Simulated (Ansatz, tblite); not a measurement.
Forces on the cluster B2H4⁻ at its PBE-D4/def2-TZVPD geometry. Charge -1, multiplicity 2.

The xTB rows come from tblite. At r2SCAN-D4/def2-TZVPD the highest occupied level of the charge -1 doublet lies above zero (up to 0.82 eV). By energy differences its removal costs 1.90 eV (vertical, to the charge 0 singlet, at r2SCAN-D4/def2-TZVPD); a positive level beside a positive removal energy at the same level points to self-interaction error. The structure comes from a short search, and lower isomers may exist.

GFN1-xTB (tblite), largest force 1.25 eV/Å:

```xyz
6
positions Å, forces eV/Å
B    -0.631   -0.234    0.476    0.957    0.354   -0.721
B     0.631    0.234   -0.476   -0.957   -0.355    0.721
H     1.806    0.223   -0.105   -0.320   -0.003   -0.083
H    -0.503   -0.632    1.634   -0.017    0.109   -0.312
H    -1.806   -0.223    0.105    0.320    0.004    0.083
H     0.503    0.631   -1.634    0.017   -0.109    0.312
```

GFN2-xTB (tblite), largest force 1.32 eV/Å:

```
B 1.010 0.373 -0.761
B -1.010 -0.374 0.760
H -0.089 0.041 -0.141
H -0.127 0.027 -0.113
H 0.089 -0.041 0.141
H 0.127 -0.027 0.113
```

r2SCAN-D4/def2-TZVPD (Ansatz), largest force 0.12 eV/Å:

```
B 0.002 0.000 -0.002
B -0.002 -0.001 0.001
H -0.112 0.002 -0.036
H -0.013 0.038 -0.111
H 0.112 -0.001 0.037
H 0.013 -0.038 0.111
```
